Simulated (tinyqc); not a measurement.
Stretching all distances: RHF, UHF, MP2, CISD and CCSD against full CI in the sto-6g basis, for LiH, spin multiplicity 1. Computed by the program tinyqc with PySCF. All coordinates are multiplied by the scale. c0^2 is the weight of the RHF determinant in the lowest singlet FCI state (UHF is spin-contaminated and may lie near states of higher spin) and n(LUMO) the first natural occupation beyond the occupied space.

Geometry (angstrom):

| atom | x | y | z |
|---|---|---|---|
| Li | 0.0000 | 0.0000 | 0.0000 |
| H | 0.0000 | 0.0000 | 1.5740 |

Full CI energy (hartree) and errors against it (kcal/mol):

| scale | distance 1-2 (angstrom) | E(FCI) | RHF | UHF | MP2 | CISD | CCSD | <S^2> UHF | c0^2 | n(LUMO) |
|---|---|---|---|---|---|---|---|---|---|---|
| 0.940 | 1.480 | -7.97207 | 11.768 | 11.768 | 4.182 | 0.007 | 0.005 | 0.000 | 0.978 | 0.036 |
| 1.170 | 1.842 | -7.96164 | 15.995 | 15.995 | 6.381 | 0.011 | 0.008 | 0.000 | 0.962 | 0.064 |
| 1.400 | 2.204 | -7.93456 | 23.663 | 20.716 | 10.532 | 0.018 | 0.014 | 0.434 | 0.924 | 0.127 |
| 1.620 | 2.550 | -7.90931 | 34.921 | 14.944 | 16.775 | 0.030 | 0.026 | 0.788 | 0.852 | 0.243 |
| 1.850 | 2.912 | -7.89069 | 50.764 | 8.097 | 25.168 | 0.049 | 0.044 | 0.912 | 0.745 | 0.421 |
| 2.080 | 3.274 | -7.88040 | 68.604 | 3.929 | 32.800 | 0.067 | 0.061 | 0.962 | 0.649 | 0.599 |
| 2.310 | 3.636 | -7.87541 | 85.420 | 1.879 | 36.486 | 0.079 | 0.071 | 0.983 | 0.589 | 0.734 |

What does the comparison show, and why?

UHF parts from RHF first at scale 1.4 of those listed, where <S^2> leaves zero. The weight c0^2 goes from 0.98 to 0.59 and n(LUMO) from 0.04 to 0.73: static correlation grows as the bonds break into open-shell fragments. The spread of the error along the curve, which distorts its shape, is CCSD 0.1, CISD 0.1, UHF 18.8, MP2 32.3, RHF 73.7 kcal/mol.
